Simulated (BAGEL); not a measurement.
**HF/STO-3G (density fitting with qzvpp-jkfit) run of [AlH4]− (SMILES [AlH4-])**

Aim: the vertical ionisation energy of [AlH4]− at HF/STO-3G (density fitting with qzvpp-jkfit), from 2 runs. 

Program for the calculation: BAGEL 1.2.2.

## Step 1: The system as given

The species is [AlH4]− (5 atoms), meant as a singlet with charge -1. SMILES: `[AlH4-]`. Geometry: a GFN2-xTB relaxation, a rough one for these elements and not checked as a minimum.

Bond lengths: Al1–H2 1.628 Å, Al1–H3 1.628 Å, Al1–H4 1.628 Å, Al1–H5 1.627 Å. Angles: H2–Al1–H3 109.4°, H2–Al1–H4 109.5°, H2–Al1–H5 109.4°, H3–Al1–H4 109.5°, H3–Al1–H5 109.4°, H4–Al1–H5 109.6°.

## Step 2: A single-point energy at HF/STO-3G (density fitting with qzvpp-jkfit)

File input.json:

```json
{ "bagel" : [

{
  "title" : "molecule",
  "basis" : "sto-3g",
  "df_basis" : "qzvpp-jkfit",
  "angstrom" : true,
  "geometry" : [
    { "atom" : "Al", "xyz" : [   -0.000020,    0.000060,   -0.001080 ] },
    { "atom" : "H", "xyz" : [    1.443510,   -0.504270,    0.556410 ] },
    { "atom" : "H", "xyz" : [   -1.182970,   -0.604500,    0.939130 ] },
    { "atom" : "H", "xyz" : [   -0.203840,   -0.517130,   -1.530710 ] },
    { "atom" : "H", "xyz" : [   -0.056670,    1.625850,    0.036250 ] }
  ]
},
{ "title" : "hf", "charge" : -1 },
{ "title" : "print", "file" : "orbitals.molden", "orbitals" : true }

]}
```

Launch:

```console
BAGEL_NUM_THREADS=1 BAGEL input.json > input.out
```

What it wrote:

```text
* using 1 threads per process

  ===============================================================
  ===============================================================

  *** Geometry ***

  { "atom" : "Al", "xyz" : [     -0.000038,      0.000113,     -0.002041 ] },
  { "atom" : "H", "xyz" : [      2.727839,     -0.952932,      1.051463 ] },
  { "atom" : "H", "xyz" : [     -2.235489,     -1.142339,      1.774698 ] },
  { "atom" : "H", "xyz" : [     -0.385202,     -0.977234,     -2.892623 ] },
  { "atom" : "H", "xyz" : [     -0.107091,      3.072411,      0.068503 ] },

  Number of auxiliary basis functions:      200

  Since a DF basis is specified, we compute 2- and 3-index integrals:
    o Being stored without compression. Storage requirement is 0.000 GB

  Number of basis functions:       13
  Number of electrons      :       17

    * METHOD: MOLECULE                             0.02

  *** RHF ***

  === Nuclear Repulsion ===
    18.1028843584

      * DIIS with orbital gradients will be used.

  === RHF iteration (sto-3g) ===
      0       -241.12978560          0.01394817           0.00
      1       -241.14657709          0.00331270           0.00
      2       -241.14764532          0.00035814           0.00
      3       -241.14765579          0.00000594           0.00
      4       -241.14765579          0.00000038           0.00
      5       -241.14765579          0.00000001           0.00
      6       -241.14765579          0.00000000           0.00
    * SCF iteration converged.

    * Permanent dipole moment:
           (    0.000104,    -0.000313,     0.004879) a.u.

    * METHOD: HF                                   0.03

    * METHOD: PRINT                                0.00

  ===============================================================
```

It took 0.2 s on 1 thread of Arm Neoverse V2, shared host.

## Step 3: Doublet neutral AlH4, same level

Edit input.json of step 2 so:

```diff
@@ -15,4 +15,11 @@
 },
-{ "title" : "hf", "charge" : -1 },
-{ "title" : "print", "file" : "orbitals.molden", "orbitals" : true }
+{
+  "title" : "uhf",
+  "nopen" : 1
+},
+{
+  "title" : "print",
+  "file" : "orbitals.molden",
+  "orbitals" : true
+}
```

Launch:

```console
BAGEL_NUM_THREADS=1 BAGEL input.json > input.out
```

What it wrote:

```text
* using 1 threads per process

  ===============================================================
  ===============================================================

  *** Geometry ***

  { "atom" : "Al", "xyz" : [     -0.000038,      0.000113,     -0.002041 ] },
  { "atom" : "H", "xyz" : [      2.727839,     -0.952932,      1.051463 ] },
  { "atom" : "H", "xyz" : [     -2.235489,     -1.142339,      1.774698 ] },
  { "atom" : "H", "xyz" : [     -0.385202,     -0.977234,     -2.892623 ] },
  { "atom" : "H", "xyz" : [     -0.107091,      3.072411,      0.068503 ] },

  Number of auxiliary basis functions:      200

  Since a DF basis is specified, we compute 2- and 3-index integrals:
    o Being stored without compression. Storage requirement is 0.000 GB

  Number of basis functions:       13
  Number of electrons      :       17

    * METHOD: MOLECULE                             0.02

  *** Open-shell HF ***

  === Nuclear Repulsion ===
    18.1028843584

      * DIIS with orbital gradients will be used.

  === UHF iteration (sto-3g) ===
      0       -241.08004820          0.03730473           0.00
      1       -241.11837748          0.00749975           0.00
      2       -241.12294973          0.00269879           0.00
      3       -241.12451271          0.00130939           0.00
      4       -241.12492932          0.00074832           0.00
      5       -241.12502327          0.00044046           0.00
      6       -241.12507253          0.00031855           0.00
      7       -241.12509065          0.00032508           0.00
      8       -241.12506929          0.00029977           0.00
      9       -241.12497726          0.00018485           0.00
     10       -241.12491754          0.00007491           0.00
     11       -241.12491764          0.00004306           0.00
     12       -241.12491938          0.00001417           0.00
     13       -241.12492014          0.00000711           0.00
     14       -241.12492040          0.00000241           0.00
     15       -241.12492043          0.00000103           0.00
     16       -241.12492044          0.00000042           0.00
     17       -241.12492044          0.00000009           0.00
     18       -241.12492044          0.00000004           0.00
     19       -241.12492044          0.00000002           0.00
     20       -241.12492044          0.00000001           0.00
     21       -241.12492044          0.00000000           0.00
    * SCF iteration converged.

    * S^2 (UHF) is 0.8232

    * Permanent dipole moment:
           (   -0.136527,     0.560494,    -0.752222) a.u.

    * METHOD: UHF                                  0.05

    * METHOD: PRINT                                0.00

  ===============================================================
```

Run time: 0.24 s. Hardware: 1 thread of Arm Neoverse V2, shared host.

## Step 4: Summary of results

At HF/STO-3G (density fitting with qzvpp-jkfit):

```
                                                              quantity          value
                                         singlet [AlH4]−: total energy  -241.14766 Eh
                                          singlet [AlH4]−: HOMO energy       -1.39 eV
                                          singlet [AlH4]−: LUMO energy       22.04 eV
singlet [AlH4]−: HOMO–LUMO gap (to an unbound level, set by the basis)       23.42 eV
                                    doublet neutral AlH4: total energy  -241.12492 Eh
                                   doublet neutral AlH4: dipole moment         2.41 D
                                            doublet neutral AlH4: ⟨S²⟩          0.823
                   vertical detachment energy (to the doublet neutral)       0.619 eV
```

What this shows: Removing an electron at fixed nuclei costs 0.62 eV (59.7 kJ/mol). The negative HOMO energy of the first species, 1.39 eV, lies 0.77 eV above that difference. In a minimal basis such a difference can be off by several eV, whatever the method.
